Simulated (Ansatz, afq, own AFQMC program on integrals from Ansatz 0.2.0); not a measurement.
BNH3⁺, triplet: AFQMC among the cluster methods

```xyz
5

B     0.0000   -0.1798    0.7865
N     0.0000    0.0674   -0.5650
H     0.0000    0.6578    1.6392
H     0.0000    0.9957   -0.9652
H     0.0000   -0.6620   -1.2589
```

Connectivity, by distances: BH–NH2.

Basis cc-pVTZ. Noble-gas cores (and the filled d shells of Ga–Kr and In–Xe) are frozen. AFQMC by an in-house program on the Cholesky factors that Ansatz 0.2.0 writes for its CCSD(T) run. ph-AFQMC/CISD is guided by a CISD state made of CCSD amplitudes; releasing the constraint for a short imaginary time cuts its bias at the price of noise, slowly where states lie close. ± is one standard error of the sampling.

Determinant: UHF, the one that the program's search chose, which needn't be the lowest solution. The geometry is a PBE0/def2-TZVP stationary point of this or a neighbouring charge and spin state.

No full CI on the walks' own integrals is used here. The released AFQMC energy serves as the reference, which it does only where one determinant dominates, the energy is flat over the last release times and near the phaseless one (40 meV or 2 meV an electron, half that with transition metals). On small molecules, where full CI could be run and the noise was under 10 meV, such values lay within 10 meV of it in 19 cases of 20, a flattering rate, since the rule was set on those same cases; what remains of the bias isn't in the error bar.

Cautions: another spin lies lower (by 3.53 eV); the released value is read at 2.40 1/Eh (meV from the phaseless value at times in 1/Eh: -3 ± 5 at 0.24, -3 ± 3 at 0.51, -16 ± 4 at 0.99, -10 ± 7 at 1.62, -17 ± 7 at 2.40).

- T1 diagnostic: 0.0102
- weight of the determinant in the CISD state: 0.918
- ⟨S²⟩ of the determinant: 2.008
- size of the correlated space: 10 electrons in 100 orbitals

```tsv
level	correlation energy (eV)
MP2	-6.3216
CCSD	-7.0799
CCSD(T)	-7.2681
```

Q: Estimate where AFQMC with the constraint released lies against CCSD(T) on the same integrals.

A: 1.14 ± 0.27 mEh below CCSD(T).

Reference: AFQMC with the constraint released, correlation energy -7.299 ± 0.007 eV.

| level | E − E(reference) (mEh) | share of correlation (%) |
| --- | --- | --- |
| CCSD(T) | 1.14 ± 0.27 | 99.58 |
| ph-AFQMC/CISD | 0.62 ± 0.33 | 99.77 |

A walk keeps the symmetry of its determinant, which the program's search chose and which needn't be the lowest solution, so a lower state of the same spin and another symmetry isn't excluded. Released energies are given only where the last usable release times agree within the noise; a slower fall can still hide under it.
